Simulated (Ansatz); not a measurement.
fcc Pb was calculated with PBEsol (Ansatz, a quantum-chemistry and plane-wave program, plane waves, PAW).

Run with plane-wave cutoff 500 eV, 12×12×1 k mesh (along the axes of the cell as run), Fermi–Dirac smearing 0.1 eV, scalar-relativistic PAW data made under PBE.

Problem. Estimate the surface energy of the (210) face and work function of the (210) face that the calculation returns.

Solution. 
- surface energy of the (210) face = 0.47 J/m²
- work function of the (210) face = 3.90 eV

The slab of 10 atoms is relaxed and unreconstructed.

Spin–orbit coupling is not included; it can shift volumes and moduli of such heavy elements.

Computed values are for the static lattice.
